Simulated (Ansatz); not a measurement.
A made-up structure of HSO₂, doublet:

```
4
angstrom
O -1.3187 0.9484 -0.4388
S -0.6601 0.1483 0.8246
O 0.8744 -0.6576 0.3128
H 1.1044 -0.4390 -0.6986
```

It is relaxed with PBE-D4/def2-SVP and then PBE0-D4/def2-TZVP (Ansatz 0.2.0). Atoms count as bonded within 1.22 times the sum of their covalent radii (H–H: 0.88 Å). The end point is not checked to be a true minimum.

(1) Does its bonding change? (A judgement: the text doesn't fix the answer.)

## Answers

(1) Computed: No: no bond forms or breaks.

Where it ends: The first stage lowers the energy by 0.55 eV in 5 steps. It ends as HSO₂ ([O][S][OH]):
```csv
atom,x (Å),y (Å),z (Å)
O1,-1.2042,0.8032,-0.4056
S2,-0.5481,0.1993,0.7582
O3,0.7266,-0.6756,0.2502
H4,1.0257,-0.3269,-0.6027
```

Labels in which every atom is bracketed show which atoms are joined, not bond orders.

For scale, one of the runs: PBE0-D4/def2-TZVP relaxation, 105 basis functions, launched by `ansatz run in.yaml --threads 2 --pin off --events-out ev --progress --plain --max-ram 4352MiB`. The run took about 31 s on 2 CPU threads of an Intel Xeon 6975P-C (shared host).
